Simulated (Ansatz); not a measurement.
Born–Oppenheimer molecular dynamics of C2H3N (6 atoms, charge 0, multiplicity 1). It starts from a rough guess of a transition structure, not a stationary point.

These are results of UHF/def2-SVP (Ansatz 0.2.0), not measurements.

- ensemble: NVE (velocity Verlet)
- time step: 0.5 fs
- steps asked: 150
- starting velocities drawn for: 1000 K
- seed: 766344

First frame:

```xyz
6
Properties=species:S:1:pos:R:3
C -0.252 0.091 0.320
C 0.336 -0.114 -1.368
N 1.239 -0.387 -0.599
H -0.200 1.158 0.495
H -1.215 -0.266 -0.023
H 0.092 -0.482 1.175
```

**Question.** How far do the bonds stretch over the last three quarters of this one trajectory? (Pairs bonded in most of those frames.)

**Answer.** 
| bond | mean (Å) | spread (Å) | shortest | longest |
| --- | --- | --- | --- | --- |
| C1–C2 | 1.644 | 0.106 | 1.43 | 1.76 |
| C1–H4 | 1.094 | 0.036 | 1.03 | 1.17 |
| C1–H5 | 1.092 | 0.030 | 1.04 | 1.14 |
| C1–H6 | 1.092 | 0.027 | 1.04 | 1.13 |
| C2–N3 | 1.175 | 0.035 | 1.11 | 1.23 |

Mean temperature of the second half: 3504 K. The conserved energy stayed within 0.52 meV per atom of its start (net change 0.048 meV per atom), so the integration is sound. The kinetic energy rose, since the run started high on the potential surface and went downhill. A run of 0.075 ps of so small a system gives no equilibrium averages.

Time of the run: 63 s on 1 thread of AMD EPYC 9B14 (Zen 4) (shared host), peak memory 0.12 GiB.
